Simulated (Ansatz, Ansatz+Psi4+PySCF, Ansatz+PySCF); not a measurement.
```xyz
11

C     0.0480    0.0000   -1.6158
C    -0.5343    0.0000   -0.2838
C     0.1655    0.7716    0.9093
C     0.1655   -0.7716    0.9093
H     1.1236    0.0000   -1.7482
H    -0.5761    0.0000   -2.4990
H    -1.6185    0.0000   -0.2489
H    -0.4781    1.2926    1.6086
H     1.0914    1.2857    0.6800
H    -0.4781   -1.2926    1.6086
H     1.0914   -1.2857    0.6800
```

Basis set: cc-pVTZ (spherical functions). Left uncorrelated: 4 orbitals. Correlation on ROHF uses semicanonical orbitals with singles. Charge 0, multiplicity 2.

Computed with Ansatz (development build ahead of 0.2.0); each method stands on the lowest determinant of its kind that the runs found.

The atomization energy at this shape (free ground-state atoms in the same class of orbitals less the molecule, no zero-point energy) of doublet C4H7:

| method | atomization energy |
| --- | --- |
| ROHF-MP2 | 44.61 eV |
| UHF-MP2 | 44.57 eV |
| ROHF | 34.39 eV |

(1) What does UHF give?

Results:

(1) 34.02 eV.
